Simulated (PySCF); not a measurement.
How strong are the bonds of methyl fluoride?

Parent: methyl fluoride, `CF` (CH3F). Numbering: `[CH3:1][F:2]`

Energies: ωB97X-D3(BJ)/def2-TZVP (PySCF, density fitting, integration grid level 2) on PBE0-D3(BJ)/def2-SVP structures. ωB97X-D3(BJ) is ωB97X-V with D3(BJ) in place of VV10. Zero-point and thermal terms (298.15 K, 1 bar) come from unscaled PBE0-D3(BJ)/def2-SVP harmonic frequencies, with soft modes damped to free rotors in the entropy.

```csv
bond,r / Å,radicals,BDE(298 K) / kcal/mol,BDFE / kcal/mol,D₀ / kcal/mol,Dₑ / kcal/mol
C1–H,1.103,[CH2]F + H•,99.3,90.2,97.7,106.8
C1–F2,1.363,CH3• + F•,109.5,100.0,107.9,114.1
```

Homolysis to relaxed radicals in the gas phase; the table need not hold every single bond outside rings.

Weakest of these: C1–H (99.3 kcal/mol); strongest: C1–F2 (109.5 kcal/mol).

Against the Active Thermochemical Tables (version 1.112): C1–F2 462 (computed 458, error -4) kJ/mol.
